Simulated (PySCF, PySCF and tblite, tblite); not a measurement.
# 1-fluorobutane (C₄H₉F): conformers and averaged spectra, part 3 of 3

PySCF and tblite. Atoms count from 0.

### Step 17. Shieldings, conformer 5: wB97X-D/pcSseg-1 in chloroform

Job settings and geometry (Å):

```
{"job": {"xc": "wB97X-D", "basis": "pcSseg-1", "solvent": "chloroform", "kind": "nmr", "pop": false}, "charge": 0, "multiplicity": 1}
C     -1.599832     0.422506     0.176466
C     -0.634858    -0.579321    -0.443289
C      0.723539    -0.678549     0.245638
C      1.605090     0.543409     0.133882
F      1.080124     1.616168     0.821752
H     -1.203968     1.446305     0.135481
H     -1.782735     0.187971     1.237488
H     -2.571284     0.405787    -0.340701
H     -0.476728    -0.333818    -1.509108
H     -1.098212    -1.580430    -0.435066
H      0.591715    -0.920390     1.314899
H      1.291784    -1.518725    -0.190500
H      2.606723     0.336221     0.548793
H      1.726847     0.842744    -0.922908
```

Output:

```text
coarse grid: 11016 points
cycle   1  E = -257.4980313420  dE =  4.087e-01  |g| = 4.951e-01  |ddm| = 2.951e+00
cycle   2  E = -257.5020616675  dE = -4.030e-03  |g| = 5.332e-01  |ddm| = 5.406e-01
cycle   3  E = -257.5422637594  dE = -4.020e-02  |g| = 3.522e-02  |ddm| = 2.690e-01
cycle   4  E = -257.5424744136  dE = -2.107e-04  |g| = 1.649e-02  |ddm| = 3.129e-02
cycle   5  E = -257.5425361818  dE = -6.177e-05  |g| = 2.942e-03  |ddm| = 1.443e-02
cycle   6  E = -257.5425384065  dE = -2.225e-06  |g| = 4.366e-04  |ddm| = 2.993e-03
final grid: 104784 points
cycle   7  E = -257.5824250948  dE = -1.621e-04  |g| = 6.363e-03  |ddm| = 3.548e-02
cycle   8  E = -257.5824264803  dE = -1.385e-06  |g| = 6.653e-03  |ddm| = 8.596e-03
cycle   9  E = -257.5824323486  dE = -5.868e-06  |g| = 4.491e-04  |ddm| = 3.235e-03
cycle  10  E = -257.5824324189  dE = -7.023e-08  |g| = 1.589e-04  |ddm| = 1.123e-03
cycle  11  E = -257.5824324255  dE = -6.672e-09  |g| = 4.124e-05  |ddm| = 1.953e-04
cycle  12  E = -257.5824324261  dE = -6.049e-10  |g| = 7.059e-06  |ddm| = 8.949e-05
converged SCF energy = -257.5824324261

GIAO shielding tensors (ppm)
atom      isotropic    diamagn.    paramagn.     s11        s22        s33       span
  0 C      168.320     247.101     -78.781    157.269    164.820    182.871     25.602
  1 C      159.591     246.509     -86.917    151.774    157.429    169.571     17.796
  2 C      151.330     248.935     -97.605    141.993    153.023    158.973     16.980
  3 C       96.463     240.667    -144.204     58.037     82.285    149.066     91.029
  4 F      421.116     475.726     -54.610    379.917    420.773    462.659     82.742
  5 H       30.012      30.414      -0.401     25.017     30.212     34.807      9.790
  6 H       30.521      29.929       0.592     27.042     28.436     36.084      9.042
  7 H       30.330      28.682       1.648     25.894     27.536     37.559     11.665
  8 H       30.042      31.053      -1.011     26.003     28.596     35.526      9.523
  9 H       29.828      30.336      -0.508     24.778     28.545     36.161     11.384
 10 H       29.696      30.768      -1.071     26.158     28.407     34.524      8.367
 11 H       30.017      30.260      -0.243     25.287     28.401     36.363     11.076
 12 H       26.616      27.391      -0.774     21.898     26.818     31.134      9.236
 13 H       26.872      28.782      -1.910     22.803     26.870     30.942      8.139
```

Wall time 7.6 s (1 thread of AMD EPYC 9R45, shared host); peak memory 0.7 GiB.

Key values: HOMO -10.65 eV, LUMO 3.48 eV; dipole 2.18 D.

### Step 18. Single-point energy, conformer 5: B3LYP/def2-SVP in chloroform

The job, as its differences from that of step 17:

```diff
@@ -1,2 +1,2 @@
-{"job": {"xc": "wB97X-D", "basis": "pcSseg-1", "solvent": "chloroform", "kind": "nmr", "pop": false}, "charge": 0, "multiplicity": 1}
+{"job": {"xc": "B3LYP", "basis": "def2-SVP", "solvent": "chloroform", "kind": "sp"}, "charge": 0, "multiplicity": 1}
 C     -1.599832     0.422506     0.176466
```

Output:

```text
coarse grid: 11016 points
cycle   1  E = -257.3934948840  dE =  2.067e-01  |g| = 5.415e-01  |ddm| = 3.496e+00
cycle   2  E = -257.3559508010  dE =  3.754e-02  |g| = 7.238e-01  |ddm| = 1.146e+00
cycle   3  E = -257.4531559027  dE = -9.721e-02  |g| = 5.528e-02  |ddm| = 6.506e-01
cycle   4  E = -257.4536253868  dE = -4.695e-04  |g| = 2.768e-02  |ddm| = 6.732e-02
cycle   5  E = -257.4537982453  dE = -1.729e-04  |g| = 4.155e-03  |ddm| = 2.743e-02
cycle   6  E = -257.4538019722  dE = -3.727e-06  |g| = 1.011e-03  |ddm| = 4.569e-03
final grid: 104784 points
cycle   7  E = -257.4982684009  dE = -3.005e-05  |g| = 6.136e-03  |ddm| = 2.456e-02
cycle   8  E = -257.4982616608  dE =  6.740e-06  |g| = 8.446e-03  |ddm| = 1.262e-02
cycle   9  E = -257.4982770099  dE = -1.535e-05  |g| = 5.149e-04  |ddm| = 7.240e-03
cycle  10  E = -257.4982770550  dE = -4.516e-08  |g| = 1.627e-04  |ddm| = 5.852e-04
cycle  11  E = -257.4982770603  dE = -5.240e-09  |g| = 2.231e-05  |ddm| = 1.451e-04
cycle  12  E = -257.4982770604  dE = -9.646e-11  |g| = 9.440e-06  |ddm| = 2.853e-05
converged SCF energy = -257.4982770604
```

Wall time 2.5 s (1 thread of AMD EPYC 9R45, shared host); peak memory 0.66 GiB.

This run: HOMO -8.39 eV, LUMO 1.62 eV; dipole 1.96 D.

### Step 19. The ensemble: properties at wB97X-D/pcSseg-1 in chloroform

Job settings and geometry (Å):

```
{"job": {"study": "conf", "smiles": "CCCCF", "search": {"seed": 2007, "n_embed": 90, "ff_keep": 18, "window": 3.0, "nmax": 6, "temps": [250, 273.15, 298.15, 323.15, 373.15], "t_ref": 298.15, "order": 0.0005, "geom": true}, "level": {"nmr": {"xc": "wB97X-D", "basis": "pcSseg-1", "solvent": "chloroform"}, "sp": {"xc": "B3LYP", "basis": "def2-SVP", "solvent": "chloroform"}}, "kind": "conf"}, "charge": 0, "multiplicity": 1}
C     -1.974446     0.042826    -0.115956
C     -0.544508     0.477311     0.158809
C      0.479949    -0.615237    -0.114854
C      1.907384    -0.161987     0.075288
F      2.207008     0.856682    -0.800569
H     -2.258219    -0.824092     0.502539
H     -2.106742    -0.249164    -1.170101
H     -2.690471     0.850837     0.096588
H     -0.448274     0.808801     1.208118
H     -0.290887     1.353957    -0.459046
H      0.302558    -1.483353     0.544402
H      0.365178    -0.984898    -1.148797
H      2.069014     0.212559     1.102296
H      2.614208    -0.990525    -0.103539
```

Output:

```text
conformer  sym    E(xTB)   E(DFT)   G(298.15 K)  weight  dipole/D
    1     C1      0.000    0.000    0.000   0.4411    1.878
    2     Cs      0.026    0.537    0.841   0.1067    2.030
    3     C1      0.370    1.077    1.106   0.0682    2.060
    4     C1      0.598    0.347    0.440   0.2097    1.860
    5     C1      0.813    0.372    0.550   0.1742    1.960

mean shielding (ppm) by class
class atoms           250 K   273.15 K   298.15 K   323.15 K   373.15 K
  0 C  0            169.572    169.592     169.61    169.625    169.648
  1 C  1            163.704    163.729    163.754    163.775    163.812
  2 C  2            150.404    150.445    150.483    150.516    150.568
  3 C  3             99.906     99.906     99.905     99.904     99.899
  4 F  4            429.558    429.484    429.414    429.353    429.252
  5 H  5,6,7         30.347     30.348     30.348     30.349      30.35
  6 H  8,9            30.04     30.041     30.042     30.043     30.045
  7 H  10,11          29.92     29.916     29.912     29.908     29.903
  8 H  12,13         26.821     26.821     26.822     26.822     26.823
```

It took 55 s on 1 thread of AMD EPYC 9R45, shared host. This counts the runs that the step sums up.

The search (ETKDG, MMFF94s, GFN2-xTB) embedded 90 structures, kept 5 distinct ones after the force field and 5 after xTB; 5 were carried on (window 3.0 kcal/mol at the search's own energies). Energies: B3LYP/def2-SVP in chloroform with D3(BJ).

Conformer by conformer (298 K):

```csv
no.,group,mirror pair,ΔE xTB,ΔE DFT,ΔG,weight (%),μ (D),C0–C1–C2–C3 (°),C1–C2–C3–F4 (°),"A, B, C (GHz)"
1,C1,yes,0.00,0.00,0.00,44.1,1.88,176,-62,"12.53, 2.36, 2.18"
2,Cs,no,0.03,0.54,0.84,10.7,2.03,180,-180,"19.26, 1.94, 1.84"
3,C1,yes,0.37,1.08,1.11,6.8,2.06,65,176,"12.74, 2.29, 2.12"
4,C1,yes,0.60,0.35,0.44,21.0,1.86,63,56,"8.29, 3.00, 2.74"
5,C1,yes,0.81,0.37,0.55,17.4,1.96,-67,67,"7.39, 3.59, 2.68"
```

Energies in kcal/mol. ΔG holds xTB vibrations and rotation, symmetry numbers and mirror pairs.

Weights (%) by temperature:

```csv
no.,250 K,273 K,298 K,323 K,373 K
1,48.0,46.0,44.1,42.5,40.0
4,20.4,20.8,21.0,21.1,21.3
5,16.6,17.1,17.4,17.7,18.1
2,9.7,10.2,10.7,11.1,11.7
3,5.2,6.0,6.8,7.6,9.0
```

How the weights hang on the way they are made:

```csv
scheme,1,4,5,2,3,mean μ (D)
DFT free energy,44,21,17,11,7,1.92
"DFT energy, symmetry counted",41,23,22,8,7,1.92
DFT energy alone,38,21,20,15,6,1.93
"xTB energy, symmetry counted",38,14,10,18,20,1.95
xTB free energy,39,12,7,22,20,1.95
lowest conformer only,100,0,0,0,0,1.88
equal weights,20,20,20,20,20,1.96
conformers found from three starts alone,72,0,28,0,0,1.90
```

Shifts against references run at the same level (13C TMS 185.3, 19F CFCl3 189.5, 1H TMS 31.36 ppm of shielding), by class of atoms, at 298 K:

| atoms | environment | no. 1 | no. 4 | no. 5 | average |
| --- | --- | --- | --- | --- | --- |
| C3 | sp3 CH2 bonded to F | 85.8 | 81.2 | 88.8 | 85.4 |
| C2 | sp3 CH2 | 36.0 | 33.1 | 33.9 | 34.8 |
| C1 | sp3 CH2 | 22.0 | 18.5 | 25.7 | 21.5 |
| C0 | methyl carbon | 16.4 | 12.8 | 17.0 | 15.7 |
| H12, H13 | hydrogen on an sp3 CH2 bonded to F | 4.53 | 4.58 | 4.62 | 4.54 |
| H10, H11 | hydrogen on an sp3 CH2 | 1.36 | 1.49 | 1.50 | 1.45 |
| H8, H9 | hydrogen on an sp3 CH2 | 1.32 | 1.42 | 1.43 | 1.32 |
| H5, H6, H7 | hydrogen on a methyl carbon | 1.01 | 0.98 | 1.07 | 1.01 |
| F4 | fluorine on an sp3 carbon | -241.1 | -247.8 | -231.6 | -239.9 |

Effective distances for nuclear Overhauser effects, ⟨r⁻⁶⟩^(−1/6) over all pairs of two classes (Å): H10···H12 2.58; H5···H8 2.63; H8···H10 2.63; H5···H10 3.07; H8···H12 3.07; H5···H12 3.58.

### Step 20. What came out

What follows sums up all 3 parts.

| quantity | value |
| --- | --- |
| conformers | 5; the first in weight is no. 1 (C1), 44 % at 298 K |
| root-mean-square dipole | 1.92 D |
| averaged 13C shifts (wB97X-D/pcSseg-1 in chloroform) | 85.4, 34.8, 21.5, 15.7 ppm |
| averaged 1H shifts (wB97X-D/pcSseg-1 in chloroform) | 4.54, 1.45, 1.32, 1.01 ppm |
| averaged 19F shifts (wB97X-D/pcSseg-1 in chloroform) | -239.9 ppm |

At 298 K conformer 1 holds 44 % of the ensemble (48 % at 250 K, 40 % at 373 K). Among conformers over 5 %, C3 differs by 7.7 ppm, while the average moves by 0.0 ppm from 250 to 373 K.
